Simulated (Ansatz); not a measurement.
Results of Hartree–Fock (PAW; Ansatz, a quantum-chemistry and plane-wave program) for rock-salt ZrC.

Numerical settings: plane-wave cutoff 460 eV, 10×10×10 k mesh, Fermi–Dirac smearing 0.05 eV, scalar-relativistic PAW data made under PBE.

Equation-of-state points:

| V (Å³/atom) | E − E_lowest (meV/atom) | P (GPa) |
|---|---|---|
| 12.785 | 54.85 | 19.43 |
| 13.059 | 27.07 | 13.20 |
| 13.402 | 6.43 | 6.19 |
| 13.713 | 0.00 | 0.55 |
| 14.090 | 6.00 | -5.51 |
| 14.433 | 23.16 | -10.38 |

Problem. Estimate the bulk modulus from the pressures at 13.402 and 14.090 Å³/atom, and compare it with a fit to all energies.

Solution. B = −V dP/dV. Between V = 13.402 and 14.090 Å³/atom, dP/dV = (-5.51 − (6.19))/(14.090 − 13.402) = -17.0 GPa per Å³/atom; at the midpoint 13.746 Å³/atom this gives B ≈ 234 GPa. The third-order Birch–Murnaghan fit gives V0 = 13.745 Å³/atom, B0 = 234 GPa, B′ = 3.8, which lies within 1 % of that estimate.

Measured, for comparison: bulk modulus 223 GPa (temperature not stated, not corrected to a static lattice, from single-crystal elastic constants, our sources range from 208 to 223; as tabulated in arXiv:1102.4063); equilibrium volume per atom 12.95 Å³/atom (temperature not stated, not corrected to a static lattice; as tabulated in Zhang et al. (2018), doi:10.1088/1367-2630/aac7f0). Computed (rounded) less measured: bulk modulus +5 % (+5 % to +12 % over the range), equilibrium volume per atom +6.1 %. A static lattice is as a rule a little smaller and stiffer than an uncorrected measurement, which narrows the difference in the bulk modulus and would widen misses of the other sign.

The result took about 21 core-minutes (a rough figure).
